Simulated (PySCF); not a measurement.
Species: CH3CH2CF(CH3)2, C5H11F.
Numbering: `[CH3:1][CH2:2][C:3]([CH3:4])([CH3:5])[F:6]` (hydrogens: H7, H8, H9 on C1; H10, H11 on C2; H12, H13, H14 on C4; H15, H16, H17 on C5)

Structure used (GFN2-xTB), in Å, numbered top down from 1:
```
atom  x, y, z in Å
C1     1.920   -0.738    0.107
C2     0.833    0.180    0.658
C3    -0.362    0.359   -0.286
C4    -1.010   -0.959   -0.694
C5    -1.389    1.315    0.315
F6     0.118    0.962   -1.455
H7     1.579   -1.768    0.059
H8     2.797   -0.700    0.749
H9     2.210   -0.416   -0.890
H10    1.263    1.169    0.835
H11    0.464   -0.203    1.610
H12   -0.320   -1.549   -1.292
H13   -1.897   -0.765   -1.292
H14   -1.293   -1.525    0.189
H15   -1.827    0.878    1.208
H16   -0.916    2.259    0.576
H17   -2.177    1.514   -0.407
```

Structure optimised with GFN2-xTB, isolated species.

Masses are those of the commonest isotopes; rigid-rotor values at the optimised geometry. The values belong to one conformer with, in the numbering `[CH3:1][CH2:2][C:3]([CH3:4])([CH3:5])[F:6]`, C1–C2–C3–C4 56°.

Problem. Give the principal moments of inertia and the rotational constants in MHz.

Solution. Ia = 110.40, Ib = 192.75, Ic = 197.78 u·Å²; 505379 MHz·u·Å²/I gives A = 4578, B = 2622, C = 2555 MHz.

Problem. Classify the top.

Solution. A near-prolate asymmetric top; Ray's κ = -0.934.

Problem. What does the inertial defect say?

Solution. Not planar: Δ = Ic − Ia − Ib = -105.37 u·Å². For a rigid frame Δ = −2 Σ m c², so Σ m c² = 52.69 u·Å² lies off the ab plane: 9.36 from hydrogen and 43.33 from heavier atoms. The atom farthest from that plane is 1.62 Å away.

Problem. List the rotational levels J(Ka,Kc) to J = 3 (cm⁻¹).

Solution. Above 0(0,0):
J = 1: 1(0,1) 0.1727, 1(1,1) 0.2379, 1(1,0) 0.2401
J = 2: 2(0,2) 0.5180, 2(1,2) 0.5811, 2(1,1) 0.5878, 2(2,1) 0.7835, 2(2,0) 0.7835
J = 3: 3(0,3) 1.0359, 3(1,3) 1.0958, 3(1,2) 1.1091, 3(2,2) 1.3015, 3(2,1) 1.3018, 3(3,1) 1.6333, 3(3,0) 1.6333

Problem. Estimate the classical rotational partition function at 10 K, 298.15 K and 500 K.

Solution. Point group C1, symmetry number σ = 1; q = (√π/σ)·√((kT/h)³/(ABC)), k/h = 20836.6 MHz/K: 963 at 10 K, 157000 at 298.15 K, 340000 at 500 K.

Stationary, but not proved a minimum. Zero-point vibration and centrifugal distortion are left out.

These are computed values.
